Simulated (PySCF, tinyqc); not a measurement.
Worked calculation: CISD on RHF in the sto-6g basis, for HF, spin multiplicity 1. The lowest restricted solution is unstable here: a spin-polarised one lies 0.1494 hartree lower (PySCF). One step of it, computed by the program tinyqc.

Task: CISD: roots. Diagonalise (each vector has its largest component positive (the first on a tie)); all determinants have Ms = 0, so triplets appear too. The lowest singlet root is the correlation energy.

Occupation strings over the orbitals (2 doubly, a alpha, b beta, 0 empty; spin orbitals ordered 1a 1b 2a 2b ...): 222220 2222ab 2a222b a2222b 2222ba 2b222a b2222a 222202 2a22b2 a222b2 222022 220222 2b22a2 202222 ab2222 b222a2 ba2222 022222

H - E(HF) between determinants (hartree), lower triangle:
```
           222220     2222ab     2a222b     a2222b     2222ba     2b222a     b2222a     222202
222220   0.000000
2222ab   0.000000   0.165421
2a222b   0.000000  -0.009711   1.037395
a2222b   0.000000  -0.006656   0.027216  25.639756
2222ba   0.000000  -0.291442  -0.012348   0.002128   0.165421
2b222a   0.000000  -0.012348  -0.091111  -0.019718  -0.009711   1.037395
b2222a   0.000000   0.002128  -0.019718  -0.015956  -0.006656   0.027216  25.639756
222202   0.291442   0.046972  -0.041623  -0.000919  -0.046972   0.041623   0.000919   0.345988
2a22b2  -0.012348   0.041623  -0.274992   0.007161  -0.014672   0.094069   0.020019   0.031799
a222b2   0.002128   0.000919   0.007161  -0.452889  -0.004907   0.021090   0.014758   0.011511
222022   0.026393   0.026155   0.012015   0.002863  -0.026155  -0.012015  -0.002863   0.029111
220222   0.026393   0.026155   0.012015   0.002863  -0.026155  -0.012015  -0.002863   0.029111
2b22a2   0.012348  -0.014672   0.094069   0.020019   0.041623  -0.274992   0.007161  -0.031799
202222   0.091111   0.094069   0.005898  -0.002011  -0.094069  -0.005898   0.002011   0.109870
ab2222  -0.019718  -0.020019   0.002011  -0.034826   0.021090  -0.005506   0.007155  -0.020798
b222a2  -0.002128  -0.004907   0.021090   0.014758   0.000919   0.007161  -0.452889  -0.011511
ba2222   0.019718   0.021090  -0.005506   0.007155  -0.020019   0.002011  -0.034826   0.020798
022222   0.015956   0.014758   0.007155  -0.047146  -0.014758  -0.007155   0.047146   0.015617

           2a22b2     a222b2     222022     220222     2b22a2     202222     ab2222     b222a2
2a22b2   1.252802
a222b2   0.027294  25.857009
222022   0.011105   0.002635   0.557746
220222   0.011105   0.002635   0.053789   0.557746
2b22a2  -0.109870  -0.020798  -0.011105  -0.011105   1.252802
202222   0.062397  -0.001908   0.194322   0.194322  -0.062397   2.408247
ab2222   0.001908  -0.089651  -0.040612  -0.040612   0.009268  -0.009072  27.210075
b222a2  -0.020798  -0.015617  -0.002635  -0.002635   0.027294   0.001908   0.006344  25.857009
ba2222   0.009268   0.006344   0.040612   0.040612   0.001908   0.009072  -0.088612  -0.089651
022222   0.006344  -0.027545   0.030332   0.030332  -0.006344   0.088612   0.509415   0.027545

           ba2222     022222
ba2222  27.210075
022222  -0.509415  55.740123
```

Give: lowest roots of this matrix, relative to E(HF); lowest vectors; <S^2> of these roots; weight of the ground state by excitation level 0, 1, 2, ....

Result:

lowest roots of this matrix, relative to E(HF) (hartree): -0.1694  -0.1269  0.4166  0.4968  0.5040  0.5966  0.8387  0.8617

lowest vectors:
```
         root 1   root 2   root 3   root 4
222220   0.8657   0.0000  -0.2845   0.3488
2222ab   0.0387   0.7069   0.6116   0.2742
2a222b  -0.0119   0.0123  -0.0463   0.0546
a2222b   0.0000   0.0001   0.0003   0.0001
2222ba  -0.0387   0.7069  -0.6116  -0.2742
2b222a   0.0119   0.0123   0.0463  -0.0546
b2222a   0.0000   0.0001  -0.0003  -0.0001
222202  -0.4966   0.0000  -0.3987   0.6639
2a22b2   0.0136  -0.0133  -0.0430  -0.0039
a222b2   0.0001   0.0001   0.0001  -0.0003
222022  -0.0105   0.0000  -0.0442  -0.3750
220222  -0.0105   0.0000  -0.0442  -0.3750
2b22a2  -0.0136  -0.0133   0.0430   0.0039
202222  -0.0113   0.0000  -0.0112  -0.0056
ab2222   0.0003   0.0000   0.0003   0.0000
b222a2  -0.0001   0.0001  -0.0001   0.0003
ba2222  -0.0003   0.0000  -0.0003   0.0000
022222  -0.0001   0.0000   0.0000   0.0000
```

<S^2> of these roots: 0.0000  2.0000  0.0000  0.0000  0.0000  0.0000  2.0000  0.0000

weight of the ground state by excitation level 0, 1, 2, ...: 0.7494  0.0033  0.2473

With one virtual orbital singles and doubles already span the full space. The reference has a weight of only 0.75: one determinant is a poor start here. A root of higher spin lies below E(HF).
